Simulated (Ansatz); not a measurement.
**MP2/aug-cc-pVTZ run of CF+ (SMILES [C+]F)**

Aim: the vertical ionisation energy of CF+ at MP2/aug-cc-pVTZ, from 2 runs. 

The calculation is run with Ansatz 0.2.0.

2 further runs of the same task are left out: 2 set aside as unsound or not needed.

### Step 1. Starting point

CF+: 2 atoms, total charge +1, spin state singlet. As SMILES, `[C+]F`. Geometry: relaxed at PBE0-D4/def2-TZVP.

Bond lengths: C1–F2 1.153 Å.

### Step 2. The energy at MP2/aug-cc-pVTZ

molecule.yaml reads:

```yaml
crystal:
  periodic: [false, false, false]
  atoms:
    - {symbol: C, position_ang: [0.492270, -0.160830, 0.253170]}
    - {symbol: F, position_ang: [-0.492270, 0.160830, -0.253170]}
basis:
  gaussian: {orbitals: aug-cc-pVTZ}
total_charge: 1
accuracy: high
correlation: {method: mp2, frozen_orbitals: {C: 1, F: 1}}
```

Started as:

```
$ ansatz run molecule.yaml --threads 1 --pin off --max-ram 3480MiB --events-out events.jsonl --progress --plain --runs-dir runs
```

Log:

```text
Warning: RAYON_NUM_THREADS=1 ignored (pool sized by the plan → 1); use --threads N
Functional definition: HF
  name "HF"
  exchange = exact_x
  correlation = 0
1257 factors; integrals over basis functions are off by at most 3.3e-9 eV
mean field evaluation 1: about -3720.5697 eV, gradient 5.9e1 eV
mean field evaluation 2: about -3720.5698 eV, gradient 5.9e1 eV
mean field evaluation 4: about -3725.2536 eV, gradient 2.6e0 eV
mean field evaluation 8: about -3725.2772 eV, gradient 1.1e-4 eV
mean field -3725.27717685 eV, -136.9014111656 hartree, gradient 1.0e-8 eV, S^2 0.000000; 0 other end points of the search recorded, 0 dependent functions left out
2 core orbitals not correlated: weight in the atoms' cores, before any rotation towards them, 1.000 or more for the frozen orbitals, at most 0.000 for the correlated occupied ones
reference -3725.27717685 eV, -136.9014111656 hartree; 5, 5 occupied and 85, 85 virtual orbitals, 1257 factors
second order -9.64591157 eV of doubles, -0.00000000 eV of singles
Total energy: -3734.92308842 eV, -137.2558918776 hartree
```

Run time: 1 s. Hardware: 1 thread of Arm Neoverse V2, shared host; peak memory 0.15 GiB.

### Step 3. Doublet [CF]2+

run.yaml reads:

```yaml
crystal:
  periodic: [false, false, false]
  atoms:
    - {symbol: C, position_ang: [0.492270, -0.160830, 0.253170]}
    - {symbol: F, position_ang: [-0.492270, 0.160830, -0.253170]}
basis:
  gaussian:
    orbitals: aug-cc-pVTZ
total_charge: 2
magnetization:
  spin_polarized: true
  initial_magnetization: 1
correlation:
  method: mp2
  frozen_orbitals: {C: 1, F: 1}
accuracy: high
```

Started as:

```
$ ansatz run run.yaml --threads 1 --pin off --max-ram 3480MiB --events-out events.jsonl --progress --plain --runs-dir runs
```

Log:

```text
Warning: RAYON_NUM_THREADS=1 ignored (pool sized by the plan → 1); use --threads N
[... 4 set-up lines as earlier in the session ...]
1257 factors; integrals over basis functions are off by at most 3.3e-9 eV
mean field evaluation 1: about -3684.7497 eV, gradient 7.3e1 eV
mean field evaluation 2: about -3684.7487 eV, gradient 7.3e1 eV
mean field evaluation 4: about -3700.0089 eV, gradient 6.8e0 eV
mean field evaluation 8: about -3700.3027 eV, gradient 2.3e-1 eV
mean field evaluation 16: about -3695.7210 eV, gradient 2.6e0 eV
mean field evaluation 32: about -3679.5514 eV, gradient 8.4e1 eV
mean field -3700.30320825 eV, -135.9836347475 hartree, gradient 1.4e-8 eV, S^2 0.773516; 0 other end points of the search recorded, 0 dependent functions left out
2 core orbitals not correlated: weight in the atoms' cores, before any rotation towards them, 1.000 or more for the frozen orbitals, at most 0.000 for the correlated occupied ones
reference -3700.30320825 eV, -135.9836347475 hartree; 5, 4 occupied and 85, 86 virtual orbitals, 1257 factors
second order -9.04356086 eV of doubles, -0.00000000 eV of singles
Total energy: -3709.34676911 eV, -136.3159794791 hartree
```

Wall time 1.6 s (1 thread of Arm Neoverse V2, shared host); peak memory 0.17 GiB.

### Step 4. Results

Level: MP2/aug-cc-pVTZ, 2 core orbitals frozen.

| quantity | value |
| --- | --- |
| singlet CF+: total energy | -137.25589 Eh |
| singlet CF+: correlation energy (2 core orbitals frozen) | -354.5 mEh |
| doublet [CF]2+: total energy | -136.31598 Eh |
| doublet [CF]2+: correlation energy (2 core orbitals frozen) | -332.3 mEh |
| doublet [CF]2+: ⟨S²⟩ of the reference determinant | 0.774 |
| vertical ionisation energy (to the doublet dication) | 25.576 eV |

Removing an electron at fixed nuclei costs 25.58 eV (590 kcal/mol).
